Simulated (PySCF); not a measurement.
# HCl₂F, a complex of two parts: interaction energy

One table from this session's results is given with a row withheld; the runs are named, their logs left out.

Computed with PySCF 2.14.0; each step states its level. No surroundings beyond the atoms listed, unless a continuum is named. Atoms count from 0, parts from 1.

### The system as given

4 atoms, charge 0, multiplicity 1; geometry: GFN2-xTB. Parts: 1 = atoms 0–1, `ClCl`, charge 0; 2 = atoms 2–3, `F`, charge 0.

Set-up of the first run:

What the job is given:

```
{"job": {"xc": "PBE0", "basis": "def2-SVPD", "d3": "d3bj", "grid": 2, "kind": "geom", "shake": 0.01}, "charge": 0, "multiplicity": 1, "parts": [{"atoms": "0-1", "charge": 0, "multiplicity": 1}, {"atoms": "2-3", "charge": 0, "multiplicity": 1}]}
Cl     0.901609     0.345336     0.800013
Cl    -0.271286    -0.315351    -0.651759
F     -2.055352    -1.342073    -2.906237
H     -1.456744    -1.020854    -2.205349
```

Run with:

```sh
> OMP_NUM_THREADS=1 python cluster_run.py task.json out
```

One launch serves the whole session: the jobs run in the order shown.

Among the steps run: Optimising the geometry at PBE0-D3(BJ)/def2-SVPD; Coupled-cluster interaction energy: CCSD(T) and MP2, 2.77 Å; Coupled-cluster interaction energy: CCSD(T) and MP2, 3.05 Å; Coupled-cluster interaction energy: CCSD(T) and MP2, 2.63 Å; Coupled-cluster interaction energy: CCSD(T) and MP2, 3.47 Å; Coupled-cluster interaction energy: CCSD(T) and MP2, 2.50 Å; Coupled-cluster interaction energy: CCSD(T) and MP2, 4.16 Å; Coupled-cluster interaction energy: CCSD(T) and MP2, 5.55 Å.

One of the session's tables, all rows but one given; the rest of the session is left out.

It belongs to the step «Coupled-cluster interaction energy: CCSD(T) and MP2, 5.55 Å». 

```
                 method  interaction energy (kcal/mol)
         HF/aug-cc-pVDZ                         -0.119
        MP2/aug-cc-pVDZ                         -0.134
       CCSD/aug-cc-pVDZ                              ?
    CCSD(T)/aug-cc-pVDZ                         -0.130
         HF/aug-cc-pVTZ                         -0.105
        MP2/aug-cc-pVTZ                         -0.126
    SCS-MP2/aug-cc-pVTZ                         -0.119
      MP2, extrapolated                         -0.129
CCSD(T), limit estimate                         -0.125
```

Q: Estimate the row for CCSD/aug-cc-pVDZ from the others.

**Answer.** interaction energy (kcal/mol): -0.127. In the column «interaction energy (kcal/mol)» it lies between MP2, extrapolated (-0.129) and MP2/aug-cc-pVTZ (-0.126).
